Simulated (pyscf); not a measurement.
H₂N–Si•(Cl)–Cl + NH₃ → H₂N–SiH(Cl)–Cl + NH₂• (hydrogen abstraction; doublet surface; H–N broken, H–Si formed). Optimised with ωB97X-D3(BJ)/def2-SVP in PySCF. Energies in kJ/mol from the separated reactants.

```tsv
level	barrier	reaction energy
ωB97X-D3(BJ)/def2-TZVP	87.0	+71.0
PBE/def2-TZVP	[?]	[?]
PBE0-D3(BJ)/def2-TZVP	84.2	+82.3
M06-2X/def2-TZVP	102.3	+84.7
ωB97M-D3(BJ)/def2-TZVP	89.0	+70.9
HF/def2-TZVP	[?]	+17.7
```

### Question
Some entries are withheld; supply them.

### Answer

- PBE/def2-TZVP, barrier: 82.9
- PBE/def2-TZVP, reaction energy: +98.9
- HF/def2-TZVP, barrier: 107.4

At PBE the saddle lies under the separated products, which points to a path from their complex (located at ωB97X-D3(BJ) alone), and parting the products costs more than the saddle. This is the saddle that the search found; another between the same sides may lie lower. The angle at the transferred H is 150°.
